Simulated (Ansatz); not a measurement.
Relaxing Pt

All numbers below come from DFT PBEsol, scalar-relativistic, plane waves, PAW in Ansatz. Cutoff 420 eV, Γ-centred k mesh, Gaussian smearing, no spin polarisation in the final step.

Pt was placed on the diamond structure type (Fd-3m, No. 227), at a guessed volume.

```
Pt
1.0
     0.00000    2.62401    2.62401
     2.62401    0.00000    2.62401
     2.62401    2.62401    0.00000
Pt
2
Direct
  0.50000 0.50000 0.50000
  0.75000 0.75000 0.75000
```

Cell and atoms relax at zero pressure; the relaxation can't lower the symmetry of the start. After a coarse first stage the cell is made exact in the group found at 0.06 Å.

Energies count from the standard state of Pt at the same level.

(1) What does it relax into?

(2) What are its volume, energy, density and gap?

## Answers

(1) It keeps Fd-3m (No. 227). The result has the diamond structure. Conventional cell: a = 5.688 Å. Around Pt lie 4 Pt at 2.46 Å.

```
Pt
1.0
     0.00000    2.84388    2.84388
     2.84388    0.00000    2.84388
     2.84388    2.84388    0.00000
Pt
2
Direct
  0.50000 0.50000 0.50000
  0.75000 0.75000 0.75000
```

(2) The volume per atom is 23.00 Å³, the density is 14.08 g/cm³ and the energy over the standard structure is 1.29 eV/atom. The gap on the 16×16×16 mesh is 0 eV (a metal).

The final run used a 16×16×16 mesh on its 2-atom cell and 0.10 eV smearing. For metals, differences of a few meV/atom aren't resolved. Spin–orbit coupling is left out. A structure relaxed within its symmetry needn't be a true minimum. The steps took of the order of 20 core-seconds in all.